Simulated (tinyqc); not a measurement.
Hueckel theory of the pi electrons with the omega technique, for the molecule [CH2]C=C (SMILES; centres numbered as the heavy atoms are written), step by step. Computed by tinyqc, a small Python program that keeps every step. Settings: charge = 0, omega = 0.6, damping = 0.7. Command: `OMP_NUM_THREADS=1 python tinyqc.py 30549 30550 out.jsonl` (the two numbers bound the seeds that draw the settings). One thread of a shared host (Intel(R) Xeon(R) Processor @ 2.60GHz), about 0.01 s of CPU time with the checks.

## The Hueckel matrix

Centres:
```
centre,"z_r, pi electrons of the neutral centre",h
1C,1,0.000000
2C,1,0.000000
3C,1,0.000000
```

Bonds:
```
i,j,k
1,2,1
2,3,1
```

H_rr = alpha + h_r beta, H_rs = k_rs beta for bonded centres.

Hueckel matrix in units of beta (H = alpha + beta A):
```
,1C,2C,3C
1C,0.000000,1.000000,0.000000
2C,1.000000,0.000000,1.000000
3C,0.000000,1.000000,0.000000
```

## Orbitals, round 1

pi electrons, sum of z_r less the charge = 3

Diagonalise; E = alpha + x beta with beta < 0, so the largest x are filled first; degenerate levels share their electrons. P = sum n_i c_ri c_si; each orbital has its largest coefficient positive (the first on a tie).

x values: 1.414214  0.000000  -1.414214

occupations: 2.000000  1.000000  0.000000

coefficients:
```
,MO1,MO2,MO3
1C,0.500000,0.707107,-0.500000
2C,0.707107,0.000000,0.707107
3C,0.500000,-0.707107,-0.500000
```

charge and bond-order matrix P:
```
,1C,2C,3C
1C,1.000000,0.707107,0.000000
2C,0.707107,1.000000,0.707107
3C,0.000000,0.707107,1.000000
```

## Omega technique, round 1

h_r = h_r(0) + omega q_r, omega = 0.6, with q_r = z_r - P_rr; 0.7 of the old diagonal is kept.

matrix after round 1:
```
,1C,2C,3C
1C,0.000000,1.000000,0.000000
2C,1.000000,0.000000,1.000000
3C,0.000000,1.000000,0.000000
```

## Convergence

Each round sets h_r = h_r(0) + omega (z_r - P_rr), keeping the share named as damping of the old diagonal; repeat until output and input diagonals agree to 1e-6.

Rounds:
```
round,sum n x,largest |h(out) - h(in)|
1,2.828427,6.00e-16
```

Converged in 1 rounds.

## Energy, charges, bond orders

E = sum n x; q_r = z_r - P_rr; bond order p = P_rs; free valence = sqrt(3) - sum of p over the bonds of the atom.

pi energy = 3 alpha + this times beta = 2.828427

pi charges: 1C 0.000000, 2C 0.000000, 3C 0.000000

Bond orders and lengths from R = 1.517 - 0.180 p (angstrom, C-C alone):
```
bond,p,R
1-2,0.707107,1.389721
2-3,0.707107,1.389721
```

free valence of the carbons: 1C 1.024944, 2C 0.317837, 3C 1.024944

gap between the highest filled and the next level = 1.414214 |beta|
